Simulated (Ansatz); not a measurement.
The same path of BH$_{8}$NSi (11 atoms, charge 0, multiplicity 1) was run twice with different band settings. The coordinate that changes most is the dihedral B1–N2–Si3–H9.

The calculation used RKS B3LYP/def2-SVP in Ansatz.

Relaxed end points:

```xyz
11
Properties=species:S:1:pos:R:3
B 0.436 1.393 0.072
N 0.355 -0.188 0.608
Si -0.659 -1.211 -0.503
H -0.723 1.785 0.054
H 1.134 1.983 0.883
H 0.938 1.328 -1.043
H 1.312 -0.545 0.683
H -0.018 -0.180 1.562
H -2.021 -0.634 -0.503
H -0.007 -1.187 -1.832
H -0.683 -2.601 0.039
```

```xyz
11
Properties=species:S:1:pos:R:3
B 0.180 1.410 0.338
N 0.613 -0.205 0.338
Si -0.601 -1.216 -0.564
H -0.919 1.447 0.875
H 1.049 1.984 0.977
H 0.150 1.736 -0.841
H 1.550 -0.280 -0.070
H 0.708 -0.505 1.313
H -0.639 -0.711 -1.955
H -0.134 -2.632 -0.537
H -1.892 -1.084 0.147
```

Common settings: spring 5.0 eV/Å²; optimiser quadratic models (default); start path through a guess of the saddle point; force threshold 0.05 eV/Å; iteration limit 60; end points relaxed.

| run | movable images | climbing image |
| --- | --- | --- |
| 1 | 7 | yes |
| 2 | 6 | no |

(1) What does each run give, and how far can it be trusted?

## Answers

(1) Run 1: converged after 7 iterations, highest image 0.057 eV above the first end. A vibrational analysis at the climbing image gives one clearly imaginary mode, 143i cm⁻¹: a first-order saddle point.
Run 2: converged after 8 iterations, highest image 0.052 eV above the first end. No image climbed, so the highest image needn't sit at the top of the path.
